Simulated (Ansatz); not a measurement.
`NC#CCO` and `OCC#CF` differ in one atom or group.

Ansatz, PBE0-D4/def2-TZVP geometries, multiplicity 1. Each molecule was computed in one conformer, which needn't be the lowest.

| property | `NC#CCO` |
| --- | --- |
| HOMO energy (PBE0/def2-TZVPP) / eV | -6.51 |
| HOMO energy (B3LYP/def2-TZVPP) / eV | -6.30 |
| LUMO energy (ωB97M-V/def2-TZVPP) / eV | 2.12 |
| ideal-gas entropy at 298 K and 1 bar (rigid rotor, harmonic PBE0-D4/def2-TZVP) / J/(mol·K) | 322 |
| LUMO energy (B3LYP/def2-TZVPP) / eV | 0.34 |
| size of the dipole moment (B3LYP/def2-TZVPP) / D | 3.29 |

Question: Give the same properties after the change, and the shifts. (Estimate.)

Answer: The calculation gave: 
```csv
property,`OCC#CF`,shift
HOMO energy (PBE0/def2-TZVPP) / eV,-7.81,-1.30
HOMO energy (B3LYP/def2-TZVPP) / eV,-7.59,-1.29
LUMO energy (ωB97M-V/def2-TZVPP) / eV,2.27,0.15
"ideal-gas entropy at 298 K and 1 bar (rigid rotor, harmonic PBE0-D4/def2-TZVP) / J/(mol·K)",308,-14
LUMO energy (B3LYP/def2-TZVPP) / eV,0.28,-0.06
size of the dipole moment (B3LYP/def2-TZVPP) / D,1.17,-2.12
```

With PBE0 the HOMO falls by 1.30 eV and the LUMO falls by 0.10 eV, so the gap widens by about 1.20 eV. PBE moves the HOMO by -1.11 eV and ωB97M-V by -1.38 eV. The zero-point energy changes by -63.4 kJ/mol with -6 modes. Dipoles are sizes alone; their direction can turn.

B3LYP here is the variant with VWN-RPA as its local correlation; programs differ in this.
